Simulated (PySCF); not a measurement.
Compound: phosphorus trifluoride, PF3.
Z-matrix (Å and degrees, PBE0-D3(BJ)/def2-SVP geometry), rows numbered from 1:
```
F 
P   1  1.5957
F   2  1.5959  1   97.28
F   2  1.5963  1   97.42  3    98.39
```

The calculation used core-valence-separated Tamm–Dancoff BHandHLYP/aug-pcX-1 (def2-SVPD on P) in PySCF, non-relativistic, gas phase, PBE0-D3(BJ)/def2-SVP geometry. The energies are unshifted.

(1) Give energies, oscillator strengths and core holes at the F K edge.

## Answers

(1) 
| E (eV) | f | core hole on | main final orbital |
| --- | --- | --- | --- |
| 685.32 | 0.0672 | F1/F3/F4 | LUMO/LUMO+1 (3 roots, f summed) |
| 685.95 | 0.0362 | F1/F3/F4 | LUMO/LUMO+1 (3 roots, f summed) |
| 687.99 | 0.0367 | F1/F3/F4 | LUMO+2 (3 roots, f summed) |
| 688.39 | 0.0402 | F1/F3/F4 | LUMO+2 (3 roots, f summed) |
| 690.17 | 0.0082 | F1/F3/F4 | spread (3 roots, f summed) |

The first line with a tenth or more of the strongest one's intensity is at 685.32 eV (f = 0.067, sum of 3), with the hole on F1/F3/F4 (phosphorus-bound fluorine). It is also the strongest listed.

Roots within 0.03 eV whose holes lie on the same, on equivalent or on shared atoms are summed into one line, and the highest roots are left out, as the search may have cut off their partners. Final orbitals are the ground state's empty Kohn–Sham orbitals.

**Question.** What are the wavelength and the wavenumber of the 685.95 eV line?

**Answer.** λ = 12398.42 eV Å/685.95 eV = 18.075 Å; 5.5326 × 10⁶ cm⁻¹.

The ionisation thresholds weren't computed; near and above them a finite basis only mimics Rydberg series and continuum.
